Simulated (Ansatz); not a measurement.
What does this script print? It uses Ansatz 0.2.0, Python API.

Script `cas_clf.py`:
```python
# -*- coding: utf-8 -*-
"""Static correlation in ClF: natural occupations of an active space."""

import ansatz as az
from ase import Atoms

BASIS = "cc-pVDZ"

atoms = Atoms(["F", "Cl"], positions=[
    (0.8143, 0.0, 0.0),
    (-0.8143, 0.0, 0.0),
])
geometry = az.Crystal.molecule_from_ase(atoms)

calc = geometry.calculation()
calc = calc.basis(gaussian=BASIS)
calc = calc.correlation(active_electrons=4, active_orbitals=4)
for method in [None, "sc_nevpt2", "fic_mrcisd_q"]:
    rep = (calc if method is None else calc.correlation(method)).run(threads=1).report
    space = rep["configurations"]
    state = space["states"][0]
    print(method or "casscf", f"total {rep['free_energy_ev'] / 27.211386246:.6f} Ha, active-space state {state['energy']['hartree']:.6f} Ha, mean field {rep['reference_energy_ev'] / 27.211386246:.6f} Ha")
    print("  determinants", state["n_determinants"], " natural occupations", [round(n, 3) for n in space["natural_occupations"]])
print("effectively unpaired electrons, sum of min(n, 2 - n):", round(sum(min(n, 2 - n) for n in space["natural_occupations"]), 3))
```

Output of `python cas_clf.py`:
```text
casscf total -558.906360 Ha, active-space state -558.906360 Ha, mean field -558.844250 Ha
  determinants 36  natural occupations [1.987, 1.951, 0.049, 0.012]
RunWarning: the results are in doubt because another end's mean lies 0.935 eV lower, and its corrected mean 0.191 eV higher
sc_nevpt2 total -559.167656 Ha, active-space state -558.871976 Ha, mean field -558.844250 Ha
  determinants 12  natural occupations [1.988, 1.988, 0.012, 0.012]
fic_mrcisd_q total -559.193423 Ha, active-space state -558.906354 Ha, mean field -558.844250 Ha
  determinants 20  natural occupations [1.987, 1.951, 0.049, 0.012]
effectively unpaired electrons, sum of min(n, 2 - n): 0.123
```
(Warnings from the package without file and line.)

Notes:
- Total energies depend on the basis set; only differences at equal settings carry meaning.
- The geometry is a force-field or estimated start, not a minimum of this method, and the basis set is short of its limit. The active space starts as a window about the frontier orbitals and is then optimised, not chosen by chemistry.
- A lower CASSCF solution was found and passed over, so the printed active-space state isn't the lowest.
- Run time: 3.6 s on 1 thread of Arm Neoverse V1, on a shared host, peak memory 0.18 GiB.

(Lines on the test bed's own set-up are left out of the output.)
